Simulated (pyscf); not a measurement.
Single points on ωB97X-D3(BJ)/def2-SVP structures (PySCF, gas phase).

Question: For the elementary gas-phase step `[O]=[Cr](=[O])([OH])[OH]` + `[H][H]` → `[O]=[CrH](=[O])[OH]` + `[OH2]` (singlet surface; Cr–O, H–H broken, Cr–H, H–O formed), what barrier and reaction energy does M06-2X/def2-TZVP give, measured from the separated reactants?

Answer: ΔE‡ = 182.8 kJ/mol, ΔE = +32.6 kJ/mol. ωB97M-D3(BJ)/def2-TZVP gives 172.8 kJ/mol and +29.2 kJ/mol. Zero-point energy shifts the barrier by +9.1 kJ/mol. It is a four-centre exchange, with an imaginary mode of 1328i cm⁻¹. At the saddle there is also a short Cr–H contact that neither side keeps. One saddle was located; it need not be the lowest between these sides.
